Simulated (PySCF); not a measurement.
**BO⁺: from constants to spectrum**

RHF-CCSD(T) constants of BO⁺, ¹Σ⁺ (singlet), closed shell (B x2c-SVPall, O x2c-SVPall; spin-free X2C with a Gaussian nucleus (PySCF 2.14); masses 11.0093 and 15.9949 u):

| Item | Value |
| --- | --- |
| ωe | 1801.8 cm⁻¹ |
| ωexe | 12.7 cm⁻¹ |
| Be | 1.7542 cm⁻¹ |
| αe | 0.0194 cm⁻¹ |
| De to B⁺ + O | 3.43 eV |

Q: What force constant and bond length do these constants imply?

A: Reduced mass μred = 6.5209 u; k = 5.8918×10⁻⁷·μred·ωe² (u, cm⁻¹, mdyn/Å) = 12.5 mdyn/Å; Re = √(16.8576/(μred·Be)) (u, cm⁻¹, Å) = 1.214 Å.

Q: Estimate the centrifugal constant D from the Kratzer relation and find the Dunham coefficient a1.

A: D = 4Be³/ωe² = 6.65e-06 cm⁻¹; a1 = −1 − αeωe/(6Be²) = -2.89.

Correlated steps freeze 2 core orbitals. Correlated levels converge slowly with the basis: in double zeta they bind strong bonds too weakly, by up to about 1 eV, and carry superposition errors of some tenths. For an ion De counts to the pair picked by the measured ionisation energies or electron affinities, which need not be the lowest pair at this level. Where the molecule has an RHF reference, its open-shell atoms are computed with UHF. The CCSD T1 diagnostic is raised, a sign that a single reference may not be enough here.
